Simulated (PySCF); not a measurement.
PySCF input (M06-2X/def2-TZVPD):

```python
from pyscf import gto, scf, dft

mol = gto.M(
    atom='''
    C    -0.00000000   -0.00000000    0.00000000
    C    -0.00517784   -0.00003491    1.30012584
    C     0.00517784    0.00003491   -1.30012584
    H    -0.01084802    0.92621741    1.86315371
    H    -0.00399217   -0.92631746    1.86313127
    H     0.93368018    0.00347788   -1.85945350
    H    -0.91884000   -0.00337783   -1.86683148
    ''',
    basis='def2-tzvpd',
    charge=1,
    spin=1,
    verbose=4,
)

mf = dft.UKS(mol, xc='m062x').density_fit(auxbasis='def2-universal-jkfit')
mf.grids.level = 4
mf.conv_tol = 1e-9
mf.max_cycle = 100
mf.max_memory = 1500
mf.kernel()
if not mf.converged:
    mf = mf.newton()
    mf.kernel(mf.make_rdm1())
for _ in range(2):
    mo, _, stable, _ = mf.stability(return_status=True)
    if stable:
        break
    mf.kernel(mf.make_rdm1(mo, mf.mo_occ))
mf.analyze()
```

Output:

```
PySCF version 2.14.0

[INPUT] verbose = 4
[INPUT] num. atoms = 7
[INPUT] num. electrons = 21
[INPUT] charge = 1
[INPUT] spin (= nelec alpha-beta = 2S) = 1
[INPUT] symmetry False subgroup None
[INPUT] Mole.unit = angstrom
[INPUT] Symbol           X                Y                Z      unit          X                Y                Z       unit  Magmom
[INPUT]  1 C      0.000000000000   0.000000000000   0.000000000000 AA    0.000000000000   0.000000000000   0.000000000000 Bohr   0.0
[INPUT]  2 C     -0.005177840000  -0.000034910000   1.300125840000 AA   -0.009784699517  -0.000065970339   2.456881765070 Bohr   0.0
[INPUT]  3 C      0.005177840000   0.000034910000  -1.300125840000 AA    0.009784699517   0.000065970339  -2.456881765070 Bohr   0.0
[INPUT]  4 H     -0.010848020000   0.926217410000   1.863153710000 AA   -0.020499786794   1.750297236704   3.520850239867 Bohr   0.0
[INPUT]  5 H     -0.003992170000  -0.926317460000   1.863131270000 AA   -0.007544107943  -1.750486303803   3.520807834413 Bohr   0.0
[INPUT]  6 H      0.933680180000   0.003477880000  -1.859453500000 AA    1.764399828135   0.006572240694  -3.513857856364 Bohr   0.0
[INPUT]  7 H     -0.918840000000  -0.003377830000  -1.866831480000 AA   -1.736355952295  -0.006383173595  -3.527800217916 Bohr   0.0

nuclear repulsion = 59.4121107214096
number of shells = 59
number of NR pGTOs = 200
number of NR cGTOs = 147
basis = def2-tzvpd
ecp = {}

******** <class 'pyscf.df.df_jk.DFUKS'> ********
method = DFUKS
initial guess = minao
damping factor = 0
level_shift factor = 0
DIIS = <class 'pyscf.scf.diis.CDIIS'>
diis_start_cycle = 1
diis_space = 8
diis_damp = 0
SCF conv_tol = 1e-09
SCF conv_tol_grad = None
SCF max_cycles = 100
direct_scf = False
number electrons alpha = 11  beta = 10
XC library pyscf.dft.libxc version 7.1.2
    S. Lehtola, C. Steigemann, M. J. T. Oliveira, and M. A. L. Marques,  SoftwareX 7, 1–5 (2018)
XC functionals = m062x
    Y. Zhao and D. G. Truhlar,  Theor. Chem. Acc. 120, 215 (2008)
    Y. Zhao and D. G. Truhlar,  Theor. Chem. Acc. 120, 215 (2008)
radial grids:
    Treutler-Ahlrichs [JCP 102, 346 (1995); DOI:10.1063/1.469408] (M4) radial grids

becke partition: Becke, JCP 88, 2547 (1988); DOI:10.1063/1.454033
pruning grids: <function nwchem_prune>
grids dens level: 4
symmetrized grids: False
atomic radii adjust function: <function treutler_atomic_radii_adjust>
small_rho_cutoff = 0
Set gradient conv threshold to 3.16228e-05
tot grids = 148656
******** <class 'pyscf.df.df.DF'> ********
auxbasis = def2-universal-jkfit
init E= -116.999462532178
  alpha nocc = 11  HOMO = -0.298781972583456  LUMO = -0.0310272961932994

[...]
  beta  nocc = 10  HOMO = -0.590250842939412  LUMO = -0.41166271433325
  HOMO = -0.590250842939  LUMO = -0.411662714333  gap/eV = 4.85963
Extra cycle  E= -116.268294775639  delta_E= -3.08e-10  |g|= 5.79e-06  |ddm|= 2.4e-05
converged SCF energy = -116.268294775639  <S^2> = 0.75473197  2S+1 = 2.0047264
uhf_internal: lowest eigs of H = [0.01421437 0.27538519 0.34875897]
<class 'pyscf.df.df_jk.DFUKS'> wavefunction is stable in the internal stability analysis
**** SCF Summaries ****
Total Energy =                        -116.268294775638964
Nuclear Repulsion Energy =              59.412110721409626
One-electron Energy =                 -266.540285269863944
Two-electron Energy =                   90.859879772815361
Two-electron Coulomb Energy =          108.216101697195697
DFT Exchange-Correlation Energy =      -17.356221924380336
HOMO-LUMO gap [eV] =                     4.859630506091670
**** MO energy ****
                             alpha | beta                alpha | beta
MO #1   energy= -10.8744377235673  | -10.8727868440995  occ= 1 | 1
MO #2   energy= -10.8722019750704  | -10.8690827795339  occ= 1 | 1
MO #3   energy= -10.8063041816717  | -10.8067767587572  occ= 1 | 1
MO #4   energy= -1.20559617618102  | -1.17172241481435  occ= 1 | 1
MO #5   energy= -1.08259171357758  | -1.06888444715387  occ= 1 | 1
MO #6   energy= -0.880420016685456 | -0.865936305717327 occ= 1 | 1
MO #7   energy= -0.808714934276305 | -0.794822569416049 occ= 1 | 1
MO #8   energy= -0.799009045131895 | -0.791534446243977 occ= 1 | 1
MO #9   energy= -0.779139040471233 | -0.751751451828778 occ= 1 | 1
MO #10  energy= -0.646183829426604 | -0.590250842939412 occ= 1 | 1
MO #11  energy= -0.594525493454832 | -0.41166271433325  occ= 1 | 0
MO #12  energy= -0.242374694890643 | -0.203029344483416 occ= 0 | 0
MO #13  energy= -0.210913319362387 | -0.185265934135657 occ= 0 | 0
MO #14  energy= -0.151068449881727 | -0.15829097844076  occ= 0 | 0
MO #15  energy= -0.112359248382795 | -0.111257551390178 occ= 0 | 0
MO #16  energy= -0.0814241752451989 | -0.0852403730211498 occ= 0 | 0
MO #17  energy= -0.0664822839403238 | -0.0700621504836725 occ= 0 | 0
MO #18  energy= -0.0617489238635296 | -0.0662120487590484 occ= 0 | 0
MO #19  energy= -0.0548860861767268 | -0.0567417192907076 occ= 0 | 0
MO #20  energy= -0.0305804253085623 | -0.0344392948888879 occ= 0 | 0
MO #21  energy= -0.0215110845079744 | -0.0340751075427211 occ= 0 | 0
MO #22  energy= -0.0169744242237712 | -0.0191389365665756 occ= 0 | 0
MO #23  energy= -0.0158844680011418 | -0.0168146556332159 occ= 0 | 0
MO #24  energy= 0.00187234224400612 | -0.00460902999358956 occ= 0 | 0
MO #25  energy= 0.0302998779370285 | 0.033910847270219  occ= 0 | 0
MO #26  energy= 0.0456192903681908 | 0.0412121726888366 occ= 0 | 0
MO #27  energy= 0.0513919873995996 | 0.046681877239104  occ= 0 | 0
MO #28  energy= 0.0534255900528257 | 0.0536876702396075 occ= 0 | 0
MO #29  energy= 0.0802940649444231 | 0.0849386325911576 occ= 0 | 0
MO #30  energy= 0.0930754855529275 | 0.0965551552175708 occ= 0 | 0
MO #31  energy= 0.112360097794356  | 0.107806913635099  occ= 0 | 0
MO #32  energy= 0.120108018128248  | 0.111977902820445  occ= 0 | 0
MO #33  energy= 0.122360687292525  | 0.122935408597047  occ= 0 | 0
MO #34  energy= 0.126685003712528  | 0.126436330336036  occ= 0 | 0
MO #35  energy= 0.148780714246787  | 0.134954847651869  occ= 0 | 0
MO #36  energy= 0.149047876791893  | 0.140586072678951  occ= 0 | 0
MO #37  energy= 0.149426213218691  | 0.149258060093242  occ= 0 | 0
MO #38  energy= 0.157277028213227  | 0.155532659820512  occ= 0 | 0
MO #39  energy= 0.166612642952225  | 0.166801988687725  occ= 0 | 0
MO #40  energy= 0.174357923079426  | 0.174960696899314  occ= 0 | 0
MO #41  energy= 0.183178749933344  | 0.181833581686665  occ= 0 | 0
MO #42  energy= 0.185307813513125  | 0.189035566059302  occ= 0 | 0
MO #43  energy= 0.24179603153507   | 0.238447207865397  occ= 0 | 0
MO #44  energy= 0.247303983227905  | 0.239744766513952  occ= 0 | 0
MO #45  energy= 0.248968237395695  | 0.24348783466433   occ= 0 | 0
MO #46  energy= 0.250512996179625  | 0.248532402929865  occ= 0 | 0
MO #47  energy= 0.262636101613061  | 0.250561490637992  occ= 0 | 0
MO #48  energy= 0.308412084151115  | 0.299151148330105  occ= 0 | 0
MO #49  energy= 0.3194883076213    | 0.300673351836037  occ= 0 | 0
MO #50  energy= 0.321304580794625  | 0.316557174055528  occ= 0 | 0
MO #51  energy= 0.34666966455076   | 0.337573882251403  occ= 0 | 0
MO #52  energy= 0.387088398389245  | 0.384617556497432  occ= 0 | 0
MO #53  energy= 0.392332620294854  | 0.384662912176998  occ= 0 | 0
MO #54  energy= 0.401246771697808  | 0.393752606523218  occ= 0 | 0
MO #55  energy= 0.406521822468455  | 0.402675438650325  occ= 0 | 0
MO #56  energy= 0.433453807829554  | 0.426604280900335  occ= 0 | 0
MO #57  energy= 0.458015082933513  | 0.449674681429328  occ= 0 | 0
MO #58  energy= 0.459738492298337  | 0.45060160322031   occ= 0 | 0
MO #59  energy= 0.516523882940214  | 0.515982322696622  occ= 0 | 0
MO #60  energy= 0.519887507865144  | 0.520948039400051  occ= 0 | 0
MO #61  energy= 0.52433616426623   | 0.53007924011042   occ= 0 | 0
MO #62  energy= 0.535702302963732  | 0.532487413980247  occ= 0 | 0
MO #63  energy= 0.547165916782657  | 0.541126546771568  occ= 0 | 0
MO #64  energy= 0.569648288713307  | 0.562931670687828  occ= 0 | 0
MO #65  energy= 0.590319049724564  | 0.585674664283499  occ= 0 | 0
MO #66  energy= 0.649098006253531  | 0.652739303555517  occ= 0 | 0
MO #67  energy= 0.651374263126148  | 0.65905635878939   occ= 0 | 0
MO #68  energy= 0.678766184892822  | 0.682259671309978  occ= 0 | 0
MO #69  energy= 0.778122766047218  | 0.779415209523125  occ= 0 | 0
MO #70  energy= 0.788896226017553  | 0.788074903443667  occ= 0 | 0
MO #71  energy= 0.799993123365668  | 0.799909636918338  occ= 0 | 0
MO #72  energy= 0.875563149387418  | 0.880388149769033  occ= 0 | 0
MO #73  energy= 0.908393986869977  | 0.910954628552981  occ= 0 | 0
MO #74  energy= 0.912168441635693  | 0.913630003142565  occ= 0 | 0
MO #75  energy= 1.03284959141842   | 1.02594377114796   occ= 0 | 0
MO #76  energy= 1.05076319508264   | 1.04786636711645   occ= 0 | 0
MO #77  energy= 1.15072770428212   | 1.15830661113457   occ= 0 | 0
MO #78  energy= 1.23299492934992   | 1.2368301132398    occ= 0 | 0
MO #79  energy= 1.2505685782693    | 1.24776797965117   occ= 0 | 0
MO #80  energy= 1.25882041861639   | 1.25655896837265   occ= 0 | 0
MO #81  energy= 1.40543382499445   | 1.4180308796476    occ= 0 | 0
MO #82  energy= 1.42407469000662   | 1.42965737484798   occ= 0 | 0
MO #83  energy= 1.48957339688268   | 1.49175809580682   occ= 0 | 0
MO #84  energy= 1.55282410479999   | 1.5588858484435    occ= 0 | 0
MO #85  energy= 1.56251189555167   | 1.57220156349358   occ= 0 | 0
MO #86  energy= 1.6182047396313    | 1.62025308460643   occ= 0 | 0
MO #87  energy= 1.62399227892421   | 1.62417004732338   occ= 0 | 0
MO #88  energy= 1.62955504176521   | 1.63367367715296   occ= 0 | 0
MO #89  energy= 1.63743610143479   | 1.64884892288523   occ= 0 | 0
MO #90  energy= 1.66590339366842   | 1.67636949165603   occ= 0 | 0
MO #91  energy= 1.67088659241449   | 1.68427305222034   occ= 0 | 0
MO #92  energy= 1.71567943900363   | 1.71269679282776   occ= 0 | 0
MO #93  energy= 1.75033803121464   | 1.75630122889564   occ= 0 | 0
MO #94  energy= 1.87812628900972   | 1.88134117675832   occ= 0 | 0
MO #95  energy= 1.88905076498969   | 1.89242823550362   occ= 0 | 0
MO #96  energy= 1.98619107773722   | 2.00127607477102   occ= 0 | 0
MO #97  energy= 2.00216004808199   | 2.01254399776718   occ= 0 | 0
MO #98  energy= 2.00942265002023   | 2.02264390381092   occ= 0 | 0
MO #99  energy= 2.10150453676844   | 2.10676562427651   occ= 0 | 0
MO #100 energy= 2.29234929347993   | 2.30845459216733   occ= 0 | 0
MO #101 energy= 2.29338388296249   | 2.31416899060975   occ= 0 | 0
MO #102 energy= 2.32936340969271   | 2.33188224075932   occ= 0 | 0
MO #103 energy= 2.33830122164929   | 2.35597798637499   occ= 0 | 0
MO #104 energy= 2.35645410832119   | 2.36278902676949   occ= 0 | 0
[...]
```

This state (charge 1, doublet) is run at the relaxed geometry of the species with charge 0 and multiplicity 1.
